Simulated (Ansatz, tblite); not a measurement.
# CuCl2: one state, many levels

Aim: run the doublet of CuCl2 at one geometry on many levels, and compare frontier levels, spin and run time.

Program: Ansatz 0.2.0, Gaussian basis. Level of theory: as each input shows. These are calculated values, not measurements.

Plan: GFN1-xTB, GFN2-xTB, PBE-D4/def2-TZVP, r2SCAN-D4/def2-TZVP, revPBE-D4/def2-TZVP, B2PLYP/def2-TZVP, LC-ωPBE/def2-TZVP, r2SCAN0-D4/def2-TZVP, HF/def2-TZVP, HSE06-D4/def2-TZVP, ωB97X-V/def2-TZVP, PBE-D4/def2-SVP, PBE0-D4/def2-SVP, HF/STO-3G, HF/6-31G, B3LYP-D4/6-31G, PBE0-D4/def2-TZVPD, PBE-D4/def2-TZVPD, r2SCAN-D4/def2-TZVPD, CCSD(T)/def2-TZVPP, MP2/def2-TZVP, RPA/def2-TZVP, CCSD(T)/def2-TZVPD.

## 1. The geometry

The doublet was relaxed beforehand with r2SCAN-D4/def2-TZVP.

3 atoms, charge 0, spin multiplicity 2.

Bond lengths: Cu1–Cl2 2.058 Å, Cu1–Cl3 2.058 Å. Angles: Cl2–Cu1–Cl3 180.0°.

Formally the metal is d9. No spin-orbit coupling is included.

PBE0-D4/def2-TZVP was run before; its log isn't repeated, and its numbers join the tables.

## 2. GFN1-xTB

Tight binding, by tblite at 300 K electronic temperature and without a spin-polarisation term:

```python
tblite.interface.Calculator('GFN1-xTB', numbers, positions, charge=0, uhf=1).singlepoint()
```

Energy -354.8319 eV; 0.039 s.

## 3. GFN2-xTB

Tight binding, by tblite at 300 K electronic temperature and without a spin-polarisation term:

```python
tblite.interface.Calculator('GFN2-xTB', numbers, positions, charge=0, uhf=1).singlepoint()
```

Energy -354.1496 eV; 0.004 s.

## 4. PBE-D4/def2-TZVP

start.molden holds the orbitals of an earlier run on this state, given as this run's starting guess.

Input file in.yaml:

```yaml
crystal:
  periodic: [false, false, false]
  atoms:
    - {symbol: Cu, position_ang: [-0.000025, -0.000011, -0.000007]}
    - {symbol: Cl, position_ang: [-0.015538, -0.019552, 2.058314]}
    - {symbol: Cl, position_ang: [0.015564, 0.019573, -2.058308]}
basis:
  gaussian: {orbitals: def2-TZVP, initial_orbitals: start.molden}
magnetization: {spin_polarized: true, initial_magnetization: 1}
hamiltonian: {xc: pbe, dispersion: d4}
scf: {omitted_lower_state_checks: [starts]}
output: {forces: true, orbitals: {seedname: orbitals}}
```

Command:

```console
> ansatz run in.yaml --threads 4 --pin off --events-out ev --progress --plain --max-ram 3916MiB
```

Further steps of the session: r2SCAN-D4/def2-TZVP; revPBE-D4/def2-TZVP; B2PLYP/def2-TZVP; LC-ωPBE/def2-TZVP; r2SCAN0-D4/def2-TZVP; HF/def2-TZVP; HSE06-D4/def2-TZVP; ωB97X-V/def2-TZVP; PBE-D4/def2-SVP; PBE0-D4/def2-SVP; HF/STO-3G; HF/6-31G; B3LYP-D4/6-31G; PBE0-D4/def2-TZVPD; PBE-D4/def2-TZVPD; r2SCAN-D4/def2-TZVPD; CCSD(T)/def2-TZVPP; MP2/def2-TZVP; RPA/def2-TZVP; CCSD(T)/def2-TZVPD.

Before running them: what should the planned runs give, taken together? Wanted: gap in def2-TZVP, named functionals and Hartree-Fock, smallest and largest; correlation energy, CCSD(T)/def2-TZVPP; correlation energy, MP2/def2-TZVP; correlation energy, CCSD(T)/def2-TZVPD; binding an atom, CCSD(T)/def2-TZVPP; ⟨S²⟩ in def2-TZVP, named functionals and Hartree-Fock, smallest and largest; PBE0 total energy, smallest basis above largest.

The runs gave:

| quantity | value |
| --- | --- |
| gap in def2-TZVP, named functionals and Hartree-Fock, smallest and largest | 0.00 eV (PBE-D4), 12.40 eV (HF) |
| correlation energy, CCSD(T)/def2-TZVPP | -22.24 eV |
| correlation energy, MP2/def2-TZVP | -19.10 eV |
| correlation energy, CCSD(T)/def2-TZVPD | -20.36 eV |
| binding an atom, CCSD(T)/def2-TZVPP | 1.888 eV |
| ⟨S²⟩ in def2-TZVP, named functionals and Hartree-Fock, smallest and largest | 0.752, 0.759 |
| PBE0 total energy, smallest basis above largest | 15.36 eV (def2-SVP, def2-TZVPD) |

What this shows: Over the named functionals and Hartree-Fock in def2-TZVP the gap runs from 0.00 eV (PBE-D4) to 12.40 eV (HF); exact exchange widens it. A small miss in a minimal or small basis is a cancelling of errors, not accuracy. The functionals in def2-TZVP miss CCSD(T)/def2-TZVPP by -0.103 (B2PLYP) to +0.361 eV (r2SCAN-D4) an atom. The reference is CCSD(T) in one finite basis, so it carries an error of its own, often a tenth of an eV or more, and near misses can't be ranked. Over the named functionals and Hartree-Fock in def2-TZVP spin contamination reaches 0.01 (LC-ωPBE), which is small.
